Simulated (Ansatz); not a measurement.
Mulliken charges of C2HFS (`FC=C=S`) from ωB97M-V/def2-TZVPP in Ansatz (PBE0-D4/def2-TZVP geometry).

```tsv
atom	x (Å)	y (Å)	z (Å)	charge (e)
F1	0.139	-0.067	1.676	-0.185
C2	0.375	0.199	0.384	0.076
C3	-0.408	-0.250	-0.568	0.033
S4	-1.307	-0.760	-1.721	-0.041
H5	1.251	0.804	0.187	0.118
```

**Question.** By hand: the dipole of these point charges (1 e Å = 4.8032 D).

**Answer.** Σ q r = (0.191, 0.145, -0.207) e Å, of length 0.317 e Å = 1.52 D.

**Question.** How does the dipole of the full density compare? (Best estimate.)

**Answer.** The calculation gave: (0.134, 0.105, -0.180) e Å, 1.19 D; the point charges give 1.28 times that, at 6° from its direction.

Point charges leave out the atoms' own dipoles, such as those of lone pairs, and Mulliken's split depends on the basis, so the two needn't agree.
